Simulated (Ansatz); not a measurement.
# Rock-salt SnTe (cubic form, which distorts at low temperature)

Calculation: r²SCAN (Ansatz, a first-principles code, plane waves, PAW).

Settings: plane-wave cutoff 560 eV, 10×10×10 k mesh, Fermi–Dirac smearing 0.01 eV, scalar-relativistic PAW data made under PBE.

Cell (measured lattice):

```
SnTe
1.0
    0.00000     3.15800     3.15800
    3.15800     0.00000     3.15800
    3.15800     3.15800     0.00000
Sn Te
1 1
Direct
  0.00000   0.00000   0.00000
  0.50000   0.50000   0.50000
```

band gap: 0.05 eV
direct gap at Γ: 5.89 eV

Measured, for comparison: band gap 0.3 eV (4 K, zero-point motion not removed, bulk gap, ARPES or transport; rounded; as tabulated in Ando (2013), arXiv:1304.5693).

Note: symmetry holds this phase in the static calculation, where it need not be a minimum; cell and atoms aren't relaxed at this level (pressure 1.2 GPa).

Spin–orbit coupling is not included; it can close the smallest gap of 0.05 eV.

Computed values are for the static lattice.
